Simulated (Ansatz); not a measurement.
Ansatz (a program for electronic structure) input (B3LYP-D3(BJ)/def2-TZVP):

Ansatz 0.2 input:
```yaml
crystal:
  periodic: [false, false, false]
  atoms:
    - {symbol: C, position_ang: [1.21013508, -0.36745904, -0.00201603]}
    - {symbol: C, position_ang: [0.00594134, 0.57336340, -0.00022751]}
    - {symbol: N, position_ang: [-1.30565618, -0.07401790, 0.00235316]}
    - {symbol: H, position_ang: [2.15083117, 0.18965263, -0.00390203]}
    - {symbol: H, position_ang: [1.20276946, -1.01094548, 0.88157958]}
    - {symbol: H, position_ang: [1.19962331, -1.01161389, -0.88509263]}
    - {symbol: H, position_ang: [0.05020044, 1.22835584, -0.87435923]}
    - {symbol: H, position_ang: [0.05331264, 1.22901704, 0.87324517]}
    - {symbol: H, position_ang: [-1.40535207, -0.67057564, 0.81648160]}
    - {symbol: H, position_ang: [-1.40825028, -0.67119137, -0.81096339]}
basis:
  gaussian:
    orbitals: def2-TZVP
hamiltonian:
  xc: b3lyp
  dispersion: d3bj
phonons: {temperatures: {t_min: 298.15, t_max: 298.15, t_step: 100}}
```

Output:

```
Functional definition: B3LYP
integrals: 0.04 GiB planned
823 factors; their error is unknown
mean field: 0.45 GiB planned
mean field evaluation 1: about -3669.3242 eV, gradient 7.0e1 eV
mean field evaluation 2: about -3658.7769 eV, gradient 9.5e1 eV
mean field evaluation 4: about -3679.8249 eV, gradient 5.5e0 eV
mean field evaluation 8: about -3679.8910 eV, gradient 6.3e-2 eV
mean field evaluation 16: about -3679.8701 eV, gradient 1.3e-5 eV
mean field -3679.87006051 eV, -135.2327304182 hartree, gradient 1.3e-5 eV, S^2 0.000000; 0 other end points of the search recorded, 0 dependent functions left out
the calculation of the forces begins
reference -3679.87029886 eV, -135.2327391775 hartree; 13, 13 occupied and 122, 122 virtual orbitals, 823 factors
these checks for a lower state are left out or cut short: stability, starts, cluster_reference, orbital_swaps, neighbouring_geometries, increment
integrals: 0.04 GiB planned
823 factors; their error is unknown
mean field: 0.45 GiB planned
mean field -3679.86993896 eV, -135.2327259513 hartree, gradient 2.1e-6 eV, S^2 0.000000; 0 other end points of the search recorded, 0 dependent functions left out
the calculation of the forces begins
reference -3679.87017726 eV, -135.2327347089 hartree; 13, 13 occupied and 122, 122 virtual orbitals, 823 factors
these checks for a lower state are left out or cut short: stability, starts, cluster_reference, orbital_swaps, neighbouring_geometries, increment
integrals: 0.04 GiB planned
823 factors; their error is unknown
mean field: 0.45 GiB planned
mean field evaluation 32: about -3679.8699 eV, gradient 1.8e-6 eV
mean field -3679.86988131 eV, -135.2327238328 hartree, gradient 2.1e-6 eV, S^2 0.000000; 0 other end points of the search recorded, 0 dependent functions left out
the calculation of the forces begins
reference -3679.87011971 eV, -135.2327325939 hartree; 13, 13 occupied and 122, 122 virtual orbitals, 823 factors
these checks for a lower state are left out or cut short: stability, starts, cluster_reference, orbital_swaps, neighbouring_geometries, increment
integrals: 0.04 GiB planned
823 factors; their error is unknown
mean field: 0.45 GiB planned
mean field -3679.86989806 eV, -135.2327244482 hartree, gradient 2.1e-6 eV, S^2 0.000000; 0 other end points of the search recorded, 0 dependent functions left out
the calculation of the forces begins
reference -3679.87013638 eV, -135.2327332062 hartree; 13, 13 occupied and 122, 122 virtual orbitals, 823 factors
these checks for a lower state are left out or cut short: stability, starts, cluster_reference, orbital_swaps, neighbouring_geometries, increment
integrals: 0.04 GiB planned
823 factors; their error is unknown
mean field: 0.45 GiB planned
mean field -3679.86989311 eV, -135.2327242662 hartree, gradient 2.1e-6 eV, S^2 0.000000; 0 other end points of the search recorded, 0 dependent functions left out
the calculation of the forces begins
reference -3679.87013149 eV, -135.2327330268 hartree; 13, 13 occupied and 122, 122 virtual orbitals, 823 factors
these checks for a lower state are left out or cut short: stability, starts, cluster_reference, orbital_swaps, neighbouring_geometries, increment
integrals: 0.04 GiB planned
823 factors; their error is unknown
mean field: 0.45 GiB planned
mean field -3679.86992645 eV, -135.2327254915 hartree, gradient 2.1e-6 eV, S^2 0.000000; 0 other end points of the search recorded, 0 dependent functions left out
the calculation of the forces begins
reference -3679.87016473 eV, -135.2327342481 hartree; 13, 13 occupied and 122, 122 virtual orbitals, 823 factors
these checks for a lower state are left out or cut short: stability, starts, cluster_reference, orbital_swaps, neighbouring_geometries, increment
integrals: 0.04 GiB planned
[...]
integrals: 0.04 GiB planned
823 factors; their error is unknown
mean field: 0.45 GiB planned
mean field -3679.86999928 eV, -135.2327281682 hartree, gradient 2.1e-6 eV, S^2 0.000000; 0 other end points of the search recorded, 0 dependent functions left out
the calculation of the forces begins
reference -3679.87023767 eV, -135.2327369287 hartree; 13, 13 occupied and 122, 122 virtual orbitals, 823 factors
these checks for a lower state are left out or cut short: stability, starts, cluster_reference, orbital_swaps, neighbouring_geometries, increment
integrals: 0.04 GiB planned
823 factors; their error is unknown
mean field: 0.45 GiB planned
mean field -3679.86997911 eV, -135.2327274269 hartree, gradient 2.1e-6 eV, S^2 0.000000; 0 other end points of the search recorded, 0 dependent functions left out
the calculation of the forces begins
reference -3679.87021743 eV, -135.2327361851 hartree; 13, 13 occupied and 122, 122 virtual orbitals, 823 factors
these checks for a lower state are left out or cut short: stability, starts, cluster_reference, orbital_swaps, neighbouring_geometries, increment
integrals: 0.04 GiB planned
823 factors; their error is unknown
mean field: 0.45 GiB planned
mean field -3679.87003944 eV, -135.2327296438 hartree, gradient 2.1e-6 eV, S^2 0.000000; 0 other end points of the search recorded, 0 dependent functions left out
the calculation of the forces begins
reference -3679.87027781 eV, -135.2327384037 hartree; 13, 13 occupied and 122, 122 virtual orbitals, 823 factors
these checks for a lower state are left out or cut short: stability, starts, cluster_reference, orbital_swaps, neighbouring_geometries, increment
integrals: 0.04 GiB planned
823 factors; their error is unknown
mean field: 0.45 GiB planned
mean field evaluation 192: about -3679.8700 eV, gradient 7.1e-3 eV
mean field -3679.87004411 eV, -135.2327298154 hartree, gradient 2.1e-6 eV, S^2 0.000000; 0 other end points of the search recorded, 0 dependent functions left out
the calculation of the forces begins
reference -3679.87028244 eV, -135.2327385742 hartree; 13, 13 occupied and 122, 122 virtual orbitals, 823 factors
these checks for a lower state are left out or cut short: stability, starts, cluster_reference, orbital_swaps, neighbouring_geometries, increment
integrals: 0.04 GiB planned
823 factors; their error is unknown
mean field: 0.45 GiB planned
mean field -3679.87003386 eV, -135.2327294389 hartree, gradient 2.1e-6 eV, S^2 0.000000; 0 other end points of the search recorded, 0 dependent functions left out
the calculation of the forces begins
reference -3679.87027226 eV, -135.2327382000 hartree; 13, 13 occupied and 122, 122 virtual orbitals, 823 factors
these checks for a lower state are left out or cut short: stability, starts, cluster_reference, orbital_swaps, neighbouring_geometries, increment
integrals: 0.04 GiB planned
823 factors; their error is unknown
mean field: 0.45 GiB planned
mean field -3679.86999713 eV, -135.2327280890 hartree, gradient 2.1e-6 eV, S^2 0.000000; 0 other end points of the search recorded, 0 dependent functions left out
the calculation of the forces begins
reference -3679.87023543 eV, -135.2327368466 hartree; 13, 13 occupied and 122, 122 virtual orbitals, 823 factors
these checks for a lower state are left out or cut short: stability, starts, cluster_reference, orbital_swaps, neighbouring_geometries, increment
integrals: 0.04 GiB planned
823 factors; their error is unknown
mean field: 0.45 GiB planned
mean field -3679.86998073 eV, -135.2327274865 hartree, gradient 2.1e-6 eV, S^2 0.000000; 0 other end points of the search recorded, 0 dependent functions left out
the calculation of the forces begins
reference -3679.87021902 eV, -135.2327362435 hartree; 13, 13 occupied and 122, 122 virtual orbitals, 823 factors
these checks for a lower state are left out or cut short: stability, starts, cluster_reference, orbital_swaps, neighbouring_geometries, increment
integrals: 0.04 GiB planned
823 factors; their error is unknown
mean field: 0.45 GiB planned
mean field -3679.87000020 eV, -135.2327282018 hartree, gradient 2.1e-6 eV, S^2 0.000000; 0 other end points of the search recorded, 0 dependent functions left out
the calculation of the forces begins
reference -3679.87023861 eV, -135.2327369634 hartree; 13, 13 occupied and 122, 122 virtual orbitals, 823 factors
these checks for a lower state are left out or cut short: stability, starts, cluster_reference, orbital_swaps, neighbouring_geometries, increment
integrals: 0.04 GiB planned
823 factors; their error is unknown
mean field: 0.45 GiB planned
mean field evaluation 224: about -3679.8884 eV, gradient 2.5e-4 eV
mean field -3679.87002127 eV, -135.2327289763 hartree, gradient 2.1e-6 eV, S^2 0.000000; 0 other end points of the search recorded, 0 dependent functions left out
the calculation of the forces begins
reference -3679.87025960 eV, -135.2327377347 hartree; 13, 13 occupied and 122, 122 virtual orbitals, 823 factors
these checks for a lower state are left out or cut short: stability, starts, cluster_reference, orbital_swaps, neighbouring_geometries, increment
integrals: 0.04 GiB planned
823 factors; their error is unknown
mean field: 0.45 GiB planned
mean field -3679.87007259 eV, -135.2327308620 hartree, gradient 2.1e-6 eV, S^2 0.000000; 0 other end points of the search recorded, 0 dependent functions left out
the calculation of the forces begins
reference -3679.87031096 eV, -135.2327396223 hartree; 13, 13 occupied and 122, 122 virtual orbitals, 823 factors
these checks for a lower state are left out or cut short: stability, starts, cluster_reference, orbital_swaps, neighbouring_geometries, increment
integrals: 0.04 GiB planned
823 factors; their error is unknown
mean field: 0.45 GiB planned
mean field -3679.87000132 eV, -135.2327282429 hartree, gradient 2.1e-6 eV, S^2 0.000000; 0 other end points of the search recorded, 0 dependent functions left out
the calculation of the forces begins
reference -3679.87023968 eV, -135.2327370027 hartree; 13, 13 occupied and 122, 122 virtual orbitals, 823 factors
these checks for a lower state are left out or cut short: stability, starts, cluster_reference, orbital_swaps, neighbouring_geometries, increment
integrals: 0.04 GiB planned
823 factors; their error is unknown
mean field: 0.45 GiB planned
mean field -3679.87001671 eV, -135.2327288086 hartree, gradient 2.1e-6 eV, S^2 0.000000; 0 other end points of the search recorded, 0 dependent functions left out
the calculation of the forces begins
reference -3679.87025505 eV, -135.2327375674 hartree; 13, 13 occupied and 122, 122 virtual orbitals, 823 factors
these checks for a lower state are left out or cut short: stability, starts, cluster_reference, orbital_swaps, neighbouring_geometries, increment
integrals: 0.04 GiB planned
823 factors; their error is unknown
mean field: 0.45 GiB planned
mean field evaluation 256: about -3679.8700 eV, gradient 1.8e-6 eV
mean field -3679.86997564 eV, -135.2327272993 hartree, gradient 2.1e-6 eV, S^2 0.000000; 0 other end points of the search recorded, 0 dependent functions left out
the calculation of the forces begins
reference -3679.87021400 eV, -135.2327360589 hartree; 13, 13 occupied and 122, 122 virtual orbitals, 823 factors
these checks for a lower state are left out or cut short: stability, starts, cluster_reference, orbital_swaps, neighbouring_geometries, increment
integrals: 0.04 GiB planned
823 factors; their error is unknown
mean field: 0.45 GiB planned
mean field -3679.86995553 eV, -135.2327265604 hartree, gradient 2.1e-6 eV, S^2 0.000000; 0 other end points of the search recorded, 0 dependent functions left out
the calculation of the forces begins
reference -3679.87019388 eV, -135.2327353195 hartree; 13, 13 occupied and 122, 122 virtual orbitals, 823 factors
Total energy: -3680.10796927 eV, -135.2414734040 hartree
Atom 0 at     1.210135    -0.367459    -0.002016 Å, force    -0.000080    -0.000020     0.000000 eV/Å
Atom 1 at     0.005941     0.573363    -0.000228 Å, force    -0.000043    -0.000049     0.000000 eV/Å
Atom 2 at    -1.305656    -0.074018     0.002353 Å, force     0.000148     0.000035    -0.000000 eV/Å
Atom 3 at     2.150831     0.189653    -0.003902 Å, force     0.000104    -0.000052    -0.000000 eV/Å
Atom 4 at     1.202769    -1.010945     0.881580 Å, force    -0.000029     0.000029    -0.000048 eV/Å
Atom 5 at     1.199623    -1.011614    -0.885093 Å, force    -0.000029     0.000029     0.000048 eV/Å
Atom 6 at     0.050200     1.228356    -0.874359 Å, force     0.000003     0.000097    -0.000106 eV/Å
Atom 7 at     0.053313     1.229017     0.873245 Å, force     0.000004     0.000097     0.000106 eV/Å
Atom 8 at    -1.405352    -0.670576     0.816482 Å, force    -0.000039    -0.000084     0.000049 eV/Å
Atom 9 at    -1.408250    -0.671191    -0.810963 Å, force    -0.000039    -0.000084    -0.000049 eV/Å
Dipole moment:     0.188383    -0.195770    -0.000261 e Å
Vibrations: 251.72 284.37 403.47 781.79 842.37 893.08 1007.93 1060.05 1146.28 1272.43 1382.72 1388.44 1407.00 1486.45 1493.14 1505.19 1662.79 3016.46 3028.51 3052.17 3079.94 3086.12 3474.05 3548.71 cm⁻¹, zero-point energy 2.514101 eV
```
